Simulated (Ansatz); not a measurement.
Two isomers of C4H6S: A = `CC(C)=C=S`, B = `C=C(C)C=S`.

Gas-phase electronic energies from Ansatz, PBE0-D4/def2-TZVP geometries. CCSD(T)/CBS adds triple-zeta CCSD(T) − MP2 to the extrapolated MP2 energy (def2 sets, frozen cores). Functionals use def2-TZVPP. Each species was taken in one conformer, which may not be the lowest.

(1) Which isomer does CCSD(T)/CBS put lower? Give the gap. (An estimate is asked.)

(2) Give E(B) − E(A) in kJ/mol with PBE0-D4, MP2/def2-TZVPP, HF/def2-TZVPP, PBE-D4, B2PLYP, CCSD(T)/def2-TZVPP, r2SCAN-D4. (Best estimate.)

Largest T1 diagnostic: 0.015.

## Answers

(1) Ansatz gave: B, by 19.7 kJ/mol.

(2) Ansatz gave: PBE0-D4 -10.5, MP2/def2-TZVPP -12.9, HF/def2-TZVPP -19.6, PBE-D4 -7.8, B2PLYP -11.3, CCSD(T)/def2-TZVPP -18.1, r2SCAN-D4 -7.4. None reverses the order clearly.

The D4 term adds −3.2 kJ/mol with B3LYP and −1.5 kJ/mol with PBE0; it sums over pairs of atoms, weighted by their polarisabilities, and B3LYP, whose exchange is more repulsive, gets the larger term. From PBE to PBE0 (25 % exact exchange), in def2-TZVPP and without D4, E(B) − E(A) moves by −3.2 kJ/mol.

B3LYP here is the variant with VWN-RPA as its local correlation; programs differ in this.
